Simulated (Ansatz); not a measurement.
Relaxation of AlCl2H2 (5 atoms, charge 0, multiplicity 2), to a largest force component of 0.03 eV/Å in at most 50 steps.

Level of theory: UKS B3LYP-D4/def2-SVP in Ansatz 0.2.0.

```xyz
5
Properties=species:S:1:pos:R:3:forces:R:3
Al 0.000 0.000 -0.343 0.00 0.00 -0.22
H 0.000 0.000 2.422 0.00 0.00 -1.68
Cl 1.823 0.000 -1.436 -0.03 0.00 0.05
Cl -1.823 0.000 -1.436 0.03 0.00 0.05
H 0.000 0.000 3.142 0.00 0.00 1.81
```

Problem. Where does it end, and by what steps?

Solution. It converged. After 3 steps the energy has fallen by 0.062 eV; H5 moved furthest, 0.32 Å.

```tsv
step	energy less start (eV)	largest force component (eV/Å)	accepted
0	0.0000	1.809	yes
1	-0.0585	0.073	yes
2	-0.0613	0.052	yes
3	-0.0619	0.004	yes
```

```xyz
5
Properties=species:S:1:pos:R:3
Al 0.000 0.000 -0.556
H 0.000 0.000 2.698
Cl 1.831 0.000 -1.626
Cl -1.831 0.000 -1.626
H 0.000 0.000 3.460
```

Whether the end is a true minimum wasn't checked by a vibrational analysis.

The run took 16 s on 1 thread of Arm Neoverse V1, on a shared host, peak memory 0.16 GiB.
